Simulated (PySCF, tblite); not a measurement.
Q: What does the GFN2-xTB structure of InChI=1S/C3H4O3/c4-3-5-1-2-6-3/h1-2H2 look like in three dimensions?

A: 
```xyz
10
C3H4O3 angstrom
O      2.6835   -0.1322   -0.0187
C      1.5010   -0.0738   -0.0133
O      0.6854   -1.1418    0.0379
C     -0.6695   -0.7378    0.0346
C     -0.5935    0.8015   -0.0306
O      0.7944    1.0696   -0.0578
H     -1.1478   -1.1007    0.9482
H     -1.1659   -1.1760   -0.8353
H     -1.0496    1.2110   -0.9356
H     -1.0290    1.2849    0.8480
```

Orientation and origin are arbitrary. Atoms count from 1 in this order. The 5-membered ring C2–O3–C4–C5–O6 has internal angles of 103.8° to 111.0°; it is planar, 0.00 Å rms from its mean plane, widest ring torsion 0°. The 5 C–O bonds span 1.184 Å (O1=C2, drawn double) to 1.414 Å (O3–C4, drawn single), a spread of 0.230 Å. The 6 heavy atoms lie in one plane (0.002 Å rms).

Bonds between heavy atoms (Å): O1=C2 1.184, C2–O3 1.345, O3–C4 1.414, C4–C5 1.543, C5–O6 1.414, C2–O6 1.345.

The geometry is computed with GFN2-xTB (gas phase).

Point group: C2v (tolerance 0.08 Å). Its GFN2-xTB frequencies are all real (lowest 91 cm⁻¹).
